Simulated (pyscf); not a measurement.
SnH₂ (SMILES [SnH2]) [singlet] + H₂O (SMILES O) → HO–SnH₃ (SMILES [OH][SnH3]), gas phase, singlet surface. PySCF, gas phase, ωB97X-D3(BJ)/def2-SVP geometries. MP2 and CC: frozen core, UHF for open shells. ΔMP2 is the change of the MP2 total energy from the triple- to the quadruple-zeta basis. ΔG in kcal/mol from CCSD(T)/def2-TZVPP + ΔMP2(QZVPP) energies (ideal gas, 1 atm, RRHO with modes under 100 cm⁻¹ raised to 100, one conformer, R ln 2 for chiral ones without a mode under 150 cm⁻¹).

| T (K) | ΔG |
|---|---|
| 298 | -12.6 |
| 600 | ? |
| 900 | +5.8 |
| 1200 | +14.4 |

### Question
Fit a line to the three values, predict ΔG at 600 K, and estimate where the reaction turns unfavourable at 1 atm of each gas.

### Answer
Least squares gives ΔG = -21.5 + 30.0 × T/1000 K, so ΔS is about -126 J/(mol K) and ΔH about -21.5 kcal/mol over this range (ΔH at 298 K: -22.1). At 600 K the line gives -3.5; the computed value is -3.1. ΔG = 0 falls near 720 K; 1 kcal/mol in the energy moves that by 33 K. This is thermodynamics alone and says nothing of the barrier. The CCSD(T) − MP2 part came from Ansatz, without density fitting, on the same reference. The frozen core leaves the outer d or s,p core shells of the metals and heavy elements correlated in the MP2 and CC values, and def2-TZVPP describes them poorly, which can shift differences by a few kcal/mol. Elements past Kr carry the def2 core potentials, without spin-orbit coupling.
